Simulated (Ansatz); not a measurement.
# Nudged elastic band run: BCl2H2

Input file:

```yaml
crystal:
  periodic: [false, false, false]
  atoms:
    - { symbol: B, position_ang: [0.0, 7.6e-05, -0.323707] }
    - { symbol: H, position_ang: [0.0, -0.001034, 0.874229] }
    - { symbol: Cl, position_ang: [1.51377, -1.2e-05, -1.190459] }
    - { symbol: Cl, position_ang: [-1.513771, -1.2e-05, -1.190459] }
    - { symbol: H, position_ang: [0.0, 0.000983, 3.810396] }
magnetization:
  spin_polarized: true
  initial_magnetization: 1
basis:
  gaussian: { orbitals: cc-pVDZ }
hamiltonian:
  xc: pbe0
  dispersion: d4
neb:
  order_check: false
  images: 5
  f_tol: 0.05
  max_iterations: 60
  initial_path: linear
  final_atoms:
    - { symbol: B, position_ang: [-2.9e-07, -3.762e-05, -0.6597508] }
    - { symbol: H, position_ang: [-3.0e-08, 7.212e-05, 2.4035802] }
    - { symbol: Cl, position_ang: [1.53541364, -6.648e-05, -1.46520993] }
    - { symbol: Cl, position_ang: [-1.53541436, -6.648e-05, -1.46520967] }
    - { symbol: H, position_ang: [4.0e-08, 9.946e-05, 3.1665902] }
```

Launched with:

```bash
$ ansatz run input.yaml --threads 1 --pin off --max-ram 2048MiB --backend cpu --events-out ev --progress --plain --runs-dir out
```

Output, in part (warnings, iteration lines, the closing report on the highest movable image, with atoms numbered from 0):

```
NEB end point (image 0): max|allowed force component| = 1.453e-2 eV/Å (the criterion of neb.relax_end_points is 1.000e-2)
NEB end point (image 6): max|allowed force component| = 5.568e-3 eV/Å (the criterion of neb.relax_end_points is 1.000e-2)
NEB iter   1: max|band force component| = 2.743e0 eV/Å  barrier→ = 2.9094 eV  barrier← = 2.8085 eV  Δτ_max = 0.2000 Å  (216 SCF iters)
NEB iter   2: max|band force component| = 2.991e0 eV/Å  barrier→ = 2.2660 eV  barrier← = 2.1651 eV  Δτ_max = 0.2000 Å  (169 SCF iters)
NEB iter   3: max|band force component| = 2.410e0 eV/Å  barrier→ = 1.4610 eV  barrier← = 1.3601 eV  Δτ_max = 0.1002 Å  (157 SCF iters)
NEB iter   4: max|band force component| = 2.044e0 eV/Å  barrier→ = 1.2670 eV  barrier← = 1.1661 eV  Δτ_max = 0.0501 Å  (154 SCF iters)
NEB iter   5: max|band force component| = 2.226e0 eV/Å  barrier→ = 1.1786 eV  barrier← = 1.0777 eV  Δτ_max = 0.1001 Å  (157 SCF iters)
NEB iter   6: max|band force component| = 2.796e0 eV/Å  barrier→ = 0.7798 eV  barrier← = 0.6790 eV  Δτ_max = 0.2000 Å  (159 SCF iters)
NEB iter   7: max|band force component| = 1.029e0 eV/Å  barrier→ = 0.3209 eV  barrier← = 0.2200 eV  Δτ_max = 0.2000 Å  (157 SCF iters)
NEB iter   8: max|band force component| = 1.671e1 eV/Å  barrier→ = 1.5082 eV  barrier← = 1.4073 eV  Δτ_max = 0.0972 Å  (163 SCF iters)
NEB iter   9: max|band force component| = 4.706e0 eV/Å  barrier→ = 0.3910 eV  barrier← = 0.2901 eV  Δτ_max = 0.1974 Å  (156 SCF iters)
NEB iter  10: max|band force component| = 1.550e0 eV/Å  barrier→ = 0.3199 eV  barrier← = 0.2190 eV  Δτ_max = 0.2000 Å  (168 SCF iters)
NEB iter  11: max|band force component| = 7.297e0 eV/Å  barrier→ = 1.1826 eV  barrier← = 1.0817 eV  Δτ_max = 0.1013 Å  (164 SCF iters)
NEB iter  12: max|band force component| = 4.701e0 eV/Å  barrier→ = 0.7017 eV  barrier← = 0.6008 eV  Δτ_max = 0.1126 Å  (156 SCF iters)
NEB iter  13: max|band force component| = 1.486e0 eV/Å  barrier→ = 0.3110 eV  barrier← = 0.2101 eV  Δτ_max = 0.0456 Å  (159 SCF iters)
NEB iter  14: max|band force component| = 5.344e-1 eV/Å  barrier→ = 0.2499 eV  barrier← = 0.1490 eV  Δτ_max = 0.1718 Å  (149 SCF iters)
NEB iter  15: max|band force component| = 2.604e-1 eV/Å  barrier→ = 0.2430 eV  barrier← = 0.1421 eV  CI = image 3  Δτ_max = 0.1060 Å  (157 SCF iters)
NEB iter  16: max|band force component| = 3.476e-1 eV/Å  barrier→ = 0.2471 eV  barrier← = 0.1462 eV  CI = image 3  Δτ_max = 0.0534 Å  (157 SCF iters)
NEB iter  17: max|band force component| = 3.367e-1 eV/Å  barrier→ = 0.2660 eV  barrier← = 0.1651 eV  CI = image 3  Δτ_max = 0.0543 Å  (154 SCF iters)
NEB iter  18: max|band force component| = 2.807e-1 eV/Å  barrier→ = 0.2757 eV  barrier← = 0.1748 eV  CI = image 3  Δτ_max = 0.1093 Å  (159 SCF iters)
NEB iter  19: max|band force component| = 2.663e-1 eV/Å  barrier→ = 0.2819 eV  barrier← = 0.1810 eV  CI = image 3  Δτ_max = 0.1064 Å  (159 SCF iters)
NEB iter  20: max|band force component| = 5.553e-1 eV/Å  barrier→ = 0.2749 eV  barrier← = 0.1740 eV  CI = image 3  Δτ_max = 0.0539 Å  (159 SCF iters)
NEB iter  21: max|band force component| = 2.928e-1 eV/Å  barrier→ = 0.2722 eV  barrier← = 0.1713 eV  CI = image 3  Δτ_max = 0.0532 Å  (149 SCF iters)
NEB iter  22: max|band force component| = 2.179e-1 eV/Å  barrier→ = 0.2690 eV  barrier← = 0.1681 eV  CI = image 3  Δτ_max = 0.0531 Å  (147 SCF iters)
NEB iter  23: max|band force component| = 1.425e-1 eV/Å  barrier→ = 0.2656 eV  barrier← = 0.1647 eV  CI = image 3  Δτ_max = 0.0532 Å  (128 SCF iters)
NEB iter  24: max|band force component| = 1.290e-1 eV/Å  barrier→ = 0.2613 eV  barrier← = 0.1604 eV  CI = image 3  Δτ_max = 0.0534 Å  (151 SCF iters)
NEB iter  25: max|band force component| = 1.689e-1 eV/Å  barrier→ = 0.2562 eV  barrier← = 0.1553 eV  CI = image 3  Δτ_max = 0.0534 Å  (149 SCF iters)
NEB iter  26: max|band force component| = 2.116e-1 eV/Å  barrier→ = 0.2550 eV  barrier← = 0.1541 eV  CI = image 3  Δτ_max = 0.0533 Å  (148 SCF iters)
NEB iter  27: max|band force component| = 2.179e-1 eV/Å  barrier→ = 0.2656 eV  barrier← = 0.1647 eV  CI = image 3  Δτ_max = 0.0269 Å  (147 SCF iters)
NEB iter  28: max|band force component| = 1.200e-1 eV/Å  barrier→ = 0.2651 eV  barrier← = 0.1642 eV  CI = image 3  Δτ_max = 0.0269 Å  (157 SCF iters)
NEB iter  29: max|band force component| = 7.150e-2 eV/Å  barrier→ = 0.2627 eV  barrier← = 0.1618 eV  CI = image 3  Δτ_max = 0.0269 Å  (136 SCF iters)
NEB iter  30: max|band force component| = 1.265e-1 eV/Å  barrier→ = 0.2615 eV  barrier← = 0.1606 eV  CI = image 3  Δτ_max = 0.0135 Å  (137 SCF iters)
NEB iter  31: max|band force component| = 6.784e-2 eV/Å  barrier→ = 0.2610 eV  barrier← = 0.1601 eV  CI = image 3  Δτ_max = 0.0100 Å  (128 SCF iters)
NEB iter  32: max|band force component| = 4.130e-2 eV/Å  barrier→ = 0.2610 eV  barrier← = 0.1601 eV  CI = image 3  Δτ_max = 0.0000 Å  (270 SCF iters)
Total energy: -25744.37056656 eV, -946.0881681600 hartree
Atom 0 at     0.000000    -0.349948    -0.040957 Å, force     0.000000    -0.030024    -0.016963 eV/Å
Atom 1 at     0.000000    -0.415091     1.494484 Å, force    -0.000000     0.030282     0.021397 eV/Å
Atom 2 at     1.539556     0.211284    -0.656328 Å, force     0.016852     0.009878    -0.004478 eV/Å
Atom 3 at    -1.539555     0.211283    -0.656326 Å, force    -0.016852     0.009878    -0.004478 eV/Å
Atom 4 at    -0.000002     0.342474     1.839127 Å, force     0.000000    -0.020014     0.004522 eV/Å
Dipole moment:    -0.000000     0.030044     0.229338 e Å
```

The run converged. The order of the stationary point at the top wasn't checked.

Final band (atoms are numbered from 1 in the order of the input):

```json
{"image": "0", "path coordinate (Å)": "0.00", "energy (kJ/mol)": "0.0", "B1–H2 (Å)": "1.20", "H2–H5 (Å)": "2.94"}
{"image": "1", "path coordinate (Å)": "1.22", "energy (kJ/mol)": "-0.2", "B1–H2 (Å)": "1.20", "H2–H5 (Å)": "3.14"}
{"image": "2", "path coordinate (Å)": "2.44", "energy (kJ/mol)": "-0.1", "B1–H2 (Å)": "1.20", "H2–H5 (Å)": "2.54"}
{"image": "3", "path coordinate (Å)": "3.66", "energy (kJ/mol)": "25.2", "B1–H2 (Å)": "1.54", "H2–H5 (Å)": "0.83"}
{"image": "4", "path coordinate (Å)": "4.50", "energy (kJ/mol)": "11.0", "B1–H2 (Å)": "2.47", "H2–H5 (Å)": "0.76"}
{"image": "5", "path coordinate (Å)": "5.34", "energy (kJ/mol)": "9.5", "B1–H2 (Å)": "3.02", "H2–H5 (Å)": "0.76"}
{"image": "6", "path coordinate (Å)": "6.19", "energy (kJ/mol)": "9.7", "B1–H2 (Å)": "3.06", "H2–H5 (Å)": "0.76"}
```

Time of the run: 8.1 min on 1 thread of Arm Neoverse V1, on a shared host, peak memory 0.15 GiB.
